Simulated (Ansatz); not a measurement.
Born–Oppenheimer molecular dynamics of CN (2 atoms, charge 0, multiplicity 2). It starts from a relaxed structure.

Computed with UKS B3LYP/def2-TZVP in Ansatz.

| Quantity | Value |
| --- | --- |
| ensemble | NVT, Nosé–Hoover chain |
| time step | 1 fs |
| steps asked | 300 |
| set temperature | 500 K |
| thermostat | time constant 100 fs, chain length 5 |
| seed | 667435 |

Frames 10 fs apart, positions in Å, forces in eV/Å.

Velocities at 180 fs (Å/ps):

```
C -3.55 1.15 -1.83
N 3.05 -0.99 1.57
```

```xyz
2
Properties=species:S:1:pos:R:3:forces:R:3 time_fs=180 energy_less_start_eV=0.076 T=464
C 0.480 -0.155 0.247 3.79 -1.23 1.95
N -0.482 0.156 -0.248 -3.79 1.23 -1.95
2
Properties=species:S:1:pos:R:3:forces:R:3 time_fs=190 energy_less_start_eV=0.097 T=442
C 0.517 -0.167 0.266 -3.59 1.16 -1.85
N -0.514 0.166 -0.265 3.59 -1.16 1.85
2
Properties=species:S:1:pos:R:3:forces:R:3 time_fs=200 energy_less_start_eV=0.000 T=3377
C 0.496 -0.160 0.255 0.17 -0.05 0.09
N -0.496 0.161 -0.255 -0.17 0.05 -0.09
2
Properties=species:S:1:pos:R:3:forces:R:3 time_fs=210 energy_less_start_eV=0.071 T=2682
C 0.481 -0.156 0.248 3.64 -1.18 1.88
N -0.483 0.156 -0.249 -3.64 1.18 -1.88
2
Properties=species:S:1:pos:R:3:forces:R:3 time_fs=220 energy_less_start_eV=0.223 T=16
C 0.528 -0.171 0.272 -5.14 1.66 -2.65
N -0.523 0.169 -0.270 5.14 -1.66 2.65
2
Properties=species:S:1:pos:R:3:forces:R:3 time_fs=230 energy_less_start_eV=0.047 T=4594
C 0.483 -0.157 0.249 2.93 -0.95 1.51
N -0.485 0.157 -0.250 -2.93 0.95 -1.51
2
Properties=species:S:1:pos:R:3:forces:R:3 time_fs=240 energy_less_start_eV=0.007 T=6026
C 0.491 -0.159 0.253 1.07 -0.34 0.55
N -0.492 0.159 -0.254 -1.07 0.34 -0.55
2
Properties=species:S:1:pos:R:3:forces:R:3 time_fs=250 energy_less_start_eV=0.257 T=593
C 0.531 -0.172 0.273 -5.45 1.76 -2.81
N -0.526 0.170 -0.271 5.45 -1.76 2.81
2
Properties=species:S:1:pos:R:3:forces:R:3 time_fs=260 energy_less_start_eV=0.185 T=2056
C 0.471 -0.153 0.243 6.18 -2.00 3.18
N -0.475 0.154 -0.245 -6.18 2.00 -3.18
2
Properties=species:S:1:pos:R:3:forces:R:3 time_fs=270 energy_less_start_eV=0.022 T=5285
C 0.506 -0.164 0.261 -1.82 0.59 -0.94
N -0.505 0.163 -0.260 1.82 -0.59 0.94
2
Properties=species:S:1:pos:R:3:forces:R:3 time_fs=280 energy_less_start_eV=0.131 T=2135
C 0.520 -0.168 0.268 -4.09 1.32 -2.11
N -0.517 0.167 -0.266 4.09 -1.32 2.11
2
Properties=species:S:1:pos:R:3:forces:R:3 time_fs=290 energy_less_start_eV=0.200 T=55
C 0.470 -0.152 0.242 6.45 -2.09 3.32
N -0.474 0.153 -0.244 -6.45 2.09 -3.32
```

Of the whole run (300 fs, mean temperature of the second half 2057 K): The conserved energy wandered by up to 6.5 meV per atom (net 1.7 meV per atom), which is poor conservation. The mean temperature of the second half is 311 % above the set value. A run of 0.3 ps of so small a system gives no equilibrium averages.

The run took 3.6 min on 1 thread of Intel(R) Xeon(R) Platinum 8488C (Sapphire Rapids), on a shared host, peak memory 0.1 GiB.
